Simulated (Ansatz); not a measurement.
Total energies of BH2(SiH3) (SiBH5) from Ansatz at PBE0-D4/def2-TZVPD, gas phase (1 Eh = 27.2114 eV = 2625.5 kJ/mol). The reference geometry is relaxed at B3LYP-D4/def2-TZVP.

```xyz
7

B     0.912   -0.777   -0.041
H     0.881   -1.800    0.569
H     1.843   -0.598   -0.763
Si   -0.593    0.552    0.070
H    -0.171    1.948   -0.205
H    -1.315    0.522    1.366
H    -1.558    0.153   -0.995
```

```csv
state,geometry,energy (Eh)
charge 0 singlet,reference,-317.14357
charge -1 doublet,reference,-317.16798
free B atom (doublet),–,-24.61833
free H atom (doublet),–,-0.50104
free Si atom (triplet),–,-289.24952
```

Task: Work out the vertical electron affinity, to the doublet.

Result: E(charge 0 singlet) − E(charge -1 doublet) = -317.14357 − (-317.16798) = 0.02441 Eh = 0.66 eV.

Task: What is the binding energy per atom against free atoms?

Result: Atoms: 1 × (-24.61833) + 5 × (-0.50104) + 1 × (-289.24952) = -316.37305 Eh. Binding: -316.37305 − (-317.14357) = 0.77052 Eh = 20.97 eV, or 3.00 eV for each of 7 atoms (no zero-point energy, no counterpoise term).

At PBE0-D4/def2-TZVPD the highest occupied level of the charge -1 doublet lies above zero (up to 1.29 eV). By energy differences its removal costs 0.66 eV (vertical, to the charge 0 singlet, at PBE0-D4/def2-TZVPD); a positive level beside a positive removal energy at the same level points to self-interaction error.
